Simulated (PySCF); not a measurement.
Q: Write Cartesian coordinates for tetramethylene sulfoxide (`O=S1CCCC1`) as optimised with GFN2-xTB.

A: 
```xyz
14
C4H8OS angstrom
O      0.2825    1.6558    1.9714
S      0.1947    1.6440    0.5104
C     -1.2778    0.5687    0.1073
C     -0.7769   -0.6491   -0.6468
C      0.5903   -0.9775   -0.0570
C      1.3635    0.3251   -0.0850
H     -1.7066    0.3096    1.0737
H     -1.9902    1.1617   -0.4612
H     -1.4699   -1.4856   -0.5484
H     -0.6700   -0.4160   -1.7088
H      0.4767   -1.3125    0.9759
H      1.0983   -1.7613   -0.6206
H      1.6506    0.6027   -1.0979
H      2.2342    0.3339    0.5648
```

Any rigid rotation of these coordinates is as good. Atoms count from 1 in this order. The 5-membered ring S2–C3–C4–C5–C6 has internal angles of 91.0° to 108.0° (sum 517°, against 540° for a flat polygon); it is puckered, 0.20 Å rms from its mean plane, widest ring torsion 51°. S2 (sulfinyl sulfur) is pyramidal (angles 106.7°, 105.5° and 91.0°, sum 303.3°, 0.76 Å off the plane of its three neighbours).

Bonds between heavy atoms (Å): O1=S2 1.464, S2–C3 1.867, C3–C4 1.517, C4–C5 1.525, C5–C6 1.515, S2–C6 1.860.

Structure optimised with GFN2-xTB, isolated species.

Point group: C1 (no symmetry element, even within 0.4 Å). Whether it is a minimum is left open (no frequencies). The numbers are those of one conformer (O1–S2–C3–C4 -116°, S2–C3–C4–C5 35°, C3–C4–C5–C6 -51°, C4–C5–C6–S2 44°).

The numbers are calculated, not measured.
